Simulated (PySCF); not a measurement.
PySCF job for C₄H₄N₂, SMILES c1cnccn1, TDDFT-PBE/def2-SVPD. Geometry: PBE0-D3(BJ)/def2-SVP.

```python
import numpy as np
from pyscf import gto, scf, dft, tdscf

mol = gto.M(
    atom='''
    C     0.00000000   -1.12973847   -0.69834677
    C     0.00000000   -1.12973855    0.69834666
    N    -0.00000000   -0.00000008    1.39910559
    C    -0.00000000    1.12973847    0.69834677
    C    -0.00000000    1.12973855   -0.69834666
    N     0.00000000    0.00000008   -1.39910559
    H    -0.00000001   -2.07169355   -1.25832438
    H     0.00000000   -2.07169370    1.25832415
    H     0.00000001    2.07169355    1.25832438
    H    -0.00000000    2.07169370   -1.25832415
    ''',
    basis='def2-SVPD',
    charge=0,
    spin=0,
    symmetry=True,
    max_memory=1600,
    verbose=4,
)
mf = dft.RKS(mol, xc='pbe').density_fit(auxbasis='def2-universal-jkfit')
mf.grids.level = 3
mf.conv_tol = 1e-9
mf.max_cycle = 100
mf.kernel()
mf.grids = dft.Grids(mol).set(level=1).build(with_non0tab=True)  # coarser grid for the response kernel
td = tdscf.TDDFT(mf)
td.singlet = True
td.nstates = 10
td.conv_tol = 1e-4
td.positive_eig_threshold = 1e-6
td.kernel(x0=td.get_init_guess(mf, 15))
td.analyze()
tt = tdscf.TDA(mf)
tt.singlet = False
tt.nstates = 4
tt.conv_tol = 1e-4
tt.positive_eig_threshold = 1e-6
tt.kernel(x0=tt.get_init_guess(mf, 9))
tt.analyze(verbose=3)
```

Log of the run:

```
PySCF version 2.14.0

[INPUT] verbose = 4
[INPUT] num. atoms = 10
[INPUT] num. electrons = 42
[INPUT] charge = 0
[INPUT] spin (= nelec alpha-beta = 2S) = 0
[INPUT] symmetry True subgroup None
[INPUT] Mole.unit = angstrom
[INPUT] Symbol           X                Y                Z      unit          X                Y                Z       unit  Magmom
[INPUT]  1 C      0.000000000000  -1.129738470000  -0.698346770000 AA    0.000000000000  -2.134896300685  -1.319684135275 Bohr   0.0
[INPUT]  2 C      0.000000000000  -1.129738550000   0.698346660000 AA    0.000000000000  -2.134896451863   1.319683927405 Bohr   0.0
[INPUT]  3 N      0.000000000000  -0.000000080000   1.399105590000 AA    0.000000000000  -0.000000151178   2.643926384448 Bohr   0.0
[INPUT]  4 C      0.000000000000   1.129738470000   0.698346770000 AA    0.000000000000   2.134896300685   1.319684135275 Bohr   0.0
[INPUT]  5 C      0.000000000000   1.129738550000  -0.698346660000 AA    0.000000000000   2.134896451863  -1.319683927405 Bohr   0.0
[INPUT]  6 N      0.000000000000   0.000000080000  -1.399105590000 AA    0.000000000000   0.000000151178  -2.643926384448 Bohr   0.0
[INPUT]  7 H     -0.000000010000  -2.071693550000  -1.258324380000 AA   -0.000000018897  -3.914933423528  -2.377888454063 Bohr   0.0
[INPUT]  8 H      0.000000000000  -2.071693700000   1.258324150000 AA    0.000000000000  -3.914933706987   2.377888019426 Bohr   0.0
[INPUT]  9 H      0.000000010000   2.071693550000   1.258324380000 AA    0.000000018897   3.914933423528   2.377888454063 Bohr   0.0
[INPUT] 10 H      0.000000000000   2.071693700000  -1.258324150000 AA    0.000000000000   3.914933706987  -2.377888019426 Bohr   0.0

nuclear repulsion = 209.098779987922
point group symmetry = D2h
symmetry origin: [0.00000000e+00 5.28677631e-17 0.00000000e+00]
symmetry axis x: [ 1.00000000e+00 -8.66834137e-10 -5.53803575e-10]
symmetry axis y: [ 8.66834097e-10  1.00000000e+00 -7.24396818e-08]
symmetry axis z: [-5.53803638e-10 -7.24396819e-08 -1.00000000e+00]
num. orbitals of irrep Ag = 30
num. orbitals of irrep B1g = 10
num. orbitals of irrep B2g = 12
num. orbitals of irrep B3g = 24
num. orbitals of irrep Au = 10
num. orbitals of irrep B1u = 30
num. orbitals of irrep B2u = 24
num. orbitals of irrep B3u = 12
number of shells = 64
number of NR pGTOs = 220
number of NR cGTOs = 152
basis = def2-SVPD
ecp = {}


******** <class 'pyscf.df.df_jk.DFSymAdaptedRKS'> ********
method = DFSymAdaptedRKS
initial guess = minao
damping factor = 0
level_shift factor = 0
DIIS = <class 'pyscf.scf.diis.CDIIS'>
diis_start_cycle = 1
diis_space = 8
diis_damp = 0
SCF conv_tol = 1e-09
SCF conv_tol_grad = None
SCF max_cycles = 100
direct_scf = False
XC library pyscf.dft.libxc version 7.1.2
    S. Lehtola, C. Steigemann, M. J. T. Oliveira, and M. A. L. Marques,  SoftwareX 7, 1–5 (2018)
XC functionals = pbe
    J. P. Perdew, K. Burke, and M. Ernzerhof,  Phys. Rev. Lett. 77, 3865 (1996)
    J. P. Perdew, K. Burke, and M. Ernzerhof,  Phys. Rev. Lett. 78, 1396 (1997)
    J. P. Perdew, K. Burke, and M. Ernzerhof,  Phys. Rev. Lett. 77, 3865 (1996)
    J. P. Perdew, K. Burke, and M. Ernzerhof,  Phys. Rev. Lett. 78, 1396 (1997)
radial grids:
    Treutler-Ahlrichs [JCP 102, 346 (1995); DOI:10.1063/1.469408] (M4) radial grids

becke partition: Becke, JCP 88, 2547 (1988); DOI:10.1063/1.454033
pruning grids: <function nwchem_prune>
grids dens level: 3
symmetrized grids: True
atomic radii adjust function: <function treutler_atomic_radii_adjust>
small_rho_cutoff = 0
Freeze 0 electrons in irreps []
    42 free electrons in irreps Ag B1g B2g B3g Au B1u B2u B3u
Set gradient conv threshold to 3.16228e-05
Initial guess from minao.
tot grids = 123512
init E= -264.602896875522
HOMO (Ag) = -0.282857227944759  LUMO (B3u) = -0.137814817035273  gap/eV = 3.94681
cycle= 1 E= -263.795695123375  delta_E= 0.807  |g|= 0.292  |ddm|= 7.33
HOMO (Ag) = -0.156842104640218  LUMO (B3u) = -0.0466902723527935  gap/eV = 2.99738
cycle= 2 E= -263.774314007723  delta_E= 0.0214  |g|= 0.427  |ddm|= 5.21
HOMO (Ag) = -0.211449002991489  LUMO (B3u) = -0.0948919192045442  gap/eV = 3.17168
cycle= 3 E= -263.81767238222  delta_E= -0.0434  |g|= 0.115  |ddm|= 3.53
HOMO (Ag) = -0.213967654704003  LUMO (B3u) = -0.0967830362927213  gap/eV = 3.18876
cycle= 4 E= -263.820342807138  delta_E= -0.00267  |g|= 0.0319  |ddm|= 0.244
HOMO (Ag) = -0.212981783255241  LUMO (B3u) = -0.0946067101803554  gap/eV = 3.22115
cycle= 5 E= -263.820581903744  delta_E= -0.000239  |g|= 0.006  |ddm|= 0.0776
HOMO (Ag) = -0.213154822011325  LUMO (B3u) = -0.0948840174387298  gap/eV = 3.21831
cycle= 6 E= -263.820589927174  delta_E= -8.02e-06  |g|= 0.000291  |ddm|= 0.0231
HOMO (Ag) = -0.213138430222602  LUMO (B3u) = -0.0948880161307309  gap/eV = 3.21776
cycle= 7 E= -263.820589948643  delta_E= -2.15e-08  |g|= 2.44e-05  |ddm|= 0.00197
HOMO (Ag) = -0.21313862005675  LUMO (B3u) = -0.0948887713642462  gap/eV = 3.21774
cycle= 8 E= -263.820589948784  delta_E= -1.4e-10  |g|= 2.11e-06  |ddm|= 0.000116
HOMO (Ag) = -0.213138730404173  LUMO (B3u) = -0.0948889395012653  gap/eV = 3.21774
Extra cycle  E= -263.820589948784  delta_E= 1.14e-13  |g|= 1.17e-06  |ddm|= 1.78e-05
converged SCF energy = -263.820589948784
tot grids = 40848
Overwritten attributes  positive_eig_threshold  of <class 'pyscf.tdscf.rks.CasidaTDDFT'>


******** <class 'pyscf.tdscf.rks.CasidaTDDFT'> for <class 'pyscf.df.df_jk.DFSymAdaptedRKS'> ********
nstates = 10 singlet
deg_eia_thresh = 1.000e-03
wfnsym = None
conv_tol = 0.0001
eigh lindep = 1e-12
eigh level_shift = 0
eigh max_cycle = 100


Excitation energies (eV)
[3.50472297 3.89619455 5.07224891 5.36764556 5.44432743 6.10342744
 6.46839005 6.56842854 7.09273791 7.12711535]

** Singlet excitation energies and oscillator strengths **
Excited State   1:  B3u      3.50472 eV    353.76 nm  f=0.0038
      21 -> 22       -0.70706
Excited State   2:   Au      3.89619 eV    318.22 nm  f=0.0000
      21 -> 23       -0.70705
Excited State   3:  B2g      5.07225 eV    244.44 nm  f=0.0000
      19 -> 22       -0.70395
Excited State   4:  B2u      5.36765 eV    230.98 nm  f=0.0759
      18 -> 23        0.26589
      20 -> 22       -0.65385
Excited State   5:  B1g      5.44433 eV    227.73 nm  f=0.0000
      19 -> 23       -0.70669
Excited State   6:   Ag      6.10343 eV    203.14 nm  f=0.0000
      21 -> 24       -0.70604
Excited State   7:  B1u      6.46839 eV    191.68 nm  f=0.0676
      18 -> 22       -0.30011
      20 -> 23       -0.63219
Excited State   8:  B2u      6.56843 eV    188.76 nm  f=0.0751
      21 -> 25        0.70343
Excited State   9:   Au      7.09274 eV    174.80 nm  f=0.0000
      17 -> 22        0.70658
Excited State  10:  B1u      7.12712 eV    173.96 nm  f=0.0161
      18 -> 22        0.15734
      20 -> 23       -0.10705
      21 -> 26       -0.67856

** Transition electric dipole moments (AU) **
state          X           Y           Z        Dip. S.      Osc.
  1         0.2116      0.0000      0.0000      0.0448      0.0038
  2         0.0000      0.0000      0.0000      0.0000      0.0000
  3         0.0000     -0.0000     -0.0000      0.0000      0.0000
  4         0.0000      0.7595      0.0000      0.5768      0.0759
  5        -0.0000      0.0000     -0.0000      0.0000      0.0000
  6         0.0000     -0.0000     -0.0000      0.0000      0.0000
  7         0.0000     -0.0000      0.6531      0.4265      0.0676
  8         0.0000      0.6832      0.0000      0.4668      0.0751
  9         0.0000     -0.0000      0.0000      0.0000      0.0000
 10         0.0000     -0.0000      0.3038      0.0923      0.0161

** Transition velocity dipole moments (imaginary part, AU) **
state          X           Y           Z        Dip. S.      Osc.
  1         0.0321     -0.0000     -0.0000      0.0010      0.0053
  2        -0.0000     -0.0000     -0.0000      0.0000      0.0000
  3         0.0000     -0.0000     -0.0000      0.0000      0.0000
  4         0.0000      0.1492     -0.0000      0.0223      0.0752
  5         0.0000      0.0000     -0.0000      0.0000      0.0000
  6         0.0000     -0.0000     -0.0000      0.0000      0.0000
  7         0.0000     -0.0000      0.1520      0.0231      0.0648
  8        -0.0000      0.1580      0.0000      0.0250      0.0689
  9         0.0000     -0.0000     -0.0000      0.0000      0.0000
 10         0.0000     -0.0000      0.0891      0.0079      0.0202

** Transition magnetic dipole moments (imaginary part, AU) **
state          X           Y           Z
  1        -0.0000      0.0000      0.0000
  2        -0.0000      0.0000      0.0000
  3         0.0000     -1.2558     -0.0000
  4        -0.0000      0.0000     -0.0000
  5        -0.0000     -0.0000      0.1424
  6        -0.0000      0.0000     -0.0000
  7        -0.0000     -0.0000      0.0000
  8         0.0000      0.0000      0.0000
  9         0.0000      0.0000     -0.0000
 10         0.0000      0.0000      0.0000
Overwritten attributes  positive_eig_threshold  of <class 'pyscf.tdscf.rks.TDA'>


******** <class 'pyscf.tdscf.rks.TDA'> for <class 'pyscf.df.df_jk.DFSymAdaptedRKS'> ********
nstates = 4 triplet
deg_eia_thresh = 1.000e-03
wfnsym = None
conv_tol = 0.0001
eigh lindep = 1e-12
eigh level_shift = 0
eigh max_cycle = 100


Excitation energies (eV)
[2.8843881  3.77771117 4.18564777 4.33486296]

** Triplet excitation energies and oscillator strengths **
Excited State   1:  B3u      2.88439 eV    429.85 nm  f=0.0000
Excited State   2:   Au      3.77771 eV    328.20 nm  f=0.0000
Excited State   3:  B2u      4.18565 eV    296.21 nm  f=0.0000
Excited State   4:  B2g      4.33486 eV    286.02 nm  f=0.0000
```

The run converged.

Cost: roughly 70 core-seconds.
